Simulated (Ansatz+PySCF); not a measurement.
**singlet F2: levels of theory in one basis**

```yaml
atoms:
  - { symbol: F, position_ang: [0.0000, 0.0000, -0.7433] }
  - { symbol: F, position_ang: [0.0000, 0.0000, 0.7433] }
```

Basis set: def2-SVP (spherical functions). Frozen core: 2 orbitals. Charge 0, multiplicity 1.

Computed with Ansatz (development build ahead of 0.2.0); each method stands on the lowest determinant of its kind that the runs found. NEVPT2 correlates all electrons. Active spaces start from the frontier orbitals, and the lowest solution found is given.

| method | E − E(RHF) (eV) | <S²> of the determinant |
| --- | --- | --- |
| RHF | 0.00 | 0.00 |
| UHF | -0.80 | 0.56 |
| RHF-MP2 | -10.86 | – |
| UHF-MP2 | -9.48 | 0.56 |
| UHF-CCSD | -11.07 | 0.56 |
| RHF-CCSD(T) | -11.43 | – |
| UHF-CCSD(T) | -11.37 | 0.56 |
| RHF-CCSDT(Q) | -11.49 | – |
| UHF-CCSDT(Q) | -11.48 | 0.56 |
| CASSCF(14,8) | -2.52 | – |
| SC-NEVPT2(14,8) | -10.20 | – |

Task: What does RHF-CCSD give on the same scale?

Result: -11.13 eV.

Task: Is a single determinant a sound starting point here?

Result: It is doubtful. Unrestricted orbitals lower Hartree–Fock by 0.80 eV and <S²> is 0.56 where a pure state has 0.00, a sign of strong static correlation. The CASSCF(14,8) natural occupations are 2.00, 2.00, 2.00, 2.00, 2.00, 2.00, 1.83, 0.18.

Caution for RHF, RHF-MP2, RHF-CCSD, RHF-CCSD(T), RHF-CCSDT(Q): an unrestricted determinant lies well below. Caution for UHF, UHF-MP2, UHF-CCSD, UHF-CCSD(T), UHF-CCSDT(Q): the unrestricted determinant is spin contaminated; the determinant breaks the point group. Caution for RHF-MP2, RHF-CCSD, RHF-CCSD(T), RHF-CCSDT(Q): bonds are stretched, where a single reference can fail. Caution for UHF-MP2, UHF-CCSD, UHF-CCSD(T), UHF-CCSDT(Q): large amplitudes, a single reference is doubtful. Caution for UHF-MP2, UHF-CCSD(T): another reference gives a lower total.
